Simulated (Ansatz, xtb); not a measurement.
**H3N2Si+: which of two structures lies lower**

Structure I: a singlet given by its coordinates. Structure II: `[NH3+]N=[Si]`, a singlet. Both are isolated ions in the gas phase, relaxed with r2SCAN-D4/def2-SVP.

I (Å):

```yaml
atoms:
  - { symbol: N, position_ang: [0.3443, 1.6974, -0.8637] }
  - { symbol: N, position_ang: [0.5568, 2.7339, -1.8127] }
  - { symbol: Si, position_ang: [-1.2092, 1.7960, -1.5239] }
  - { symbol: H, position_ang: [1.0974, 1.3626, -0.2598] }
  - { symbol: H, position_ang: [1.1834, 2.5017, -2.5926] }
  - { symbol: H, position_ang: [0.7591, 3.6615, -1.4211] }
```

Close contacts (Å): N1–N2 1.42, N1–Si3 1.69, N2–Si3 2.02, N1–H4 1.02, N2–H5 1.03, N2–H6 1.03.

II (Å):

```yaml
atoms:
  - { symbol: N, position_ang: [-0.0836, 2.2670, -1.4898] }
  - { symbol: N, position_ang: [1.2795, 2.3645, -1.3504] }
  - { symbol: Si, position_ang: [2.8541, 2.4771, -1.1892] }
  - { symbol: H, position_ang: [-0.5811, 2.4861, -0.6071] }
  - { symbol: H, position_ang: [-0.4479, 2.9187, -2.2090] }
  - { symbol: H, position_ang: [-0.3785, 1.3141, -1.7717] }
```

Energies in hartree; the thermal terms are from r2SCAN-D4/def2-SVP harmonic frequencies (ideal gas, rigid rotor, one conformer each, 298.15 K, 1 atm) and include the zero-point energy:

|  | I | II |
| --- | --- | --- |
| E, CCSD(T)/def2-TZVPP | −399.893005 | −399.882731 |
| zero-point energy | 0.044036 | 0.045261 |
| H(298 K) − E | 0.048532 | 0.050182 |
| G(298 K) − E | 0.018716 | 0.020858 |

Problem. Work out ΔE, ΔE₀, ΔH and ΔG for I → II in kcal/mol (1 Eh = 627.51 kcal/mol) and the equilibrium ratio [II]/[I].

Solution. 1. ΔE = −399.882731 − (−399.893005) = +0.010274 Eh = +6.45 kcal/mol.
2. ΔE₀ = ΔE + ΔZPE = +0.010274 + (+0.001225) Eh = +7.22 kcal/mol.
3. ΔH = ΔE + (+0.001650) Eh = +7.48 kcal/mol.
4. ΔG = ΔE + (+0.002142) Eh = +7.79 kcal/mol, so ΔS = (ΔH − ΔG)/T = −4.3 J/(mol K).
5. kT = 0.9442 mEh, so K = [II]/[I] = exp(−ΔG/kT) = exp(−13.15) ≈ 1.9 × 10^−6.

Structure I is favoured at this temperature. An error of 1 kcal/mol in ΔG would change K by a factor of 5.4. Mirror images and further conformers aren't counted.

Other levels gave ΔE = +0.5 (GFN2-xTB); +33.5 (HF/STO-3G, GFN2-xTB geometries); +5.8 (r2SCAN-D4/def2-SVP//GFN2-xTB); +5.8 (r2SCAN-D4/def2-SVP); +7.2 (HF/def2-TZVPP); +5.6 (MP2/def2-TZVPP) kcal/mol. The correlated steps freeze 7 core orbitals. Programs: Ansatz 0.2.0, xtb 6.7.1.
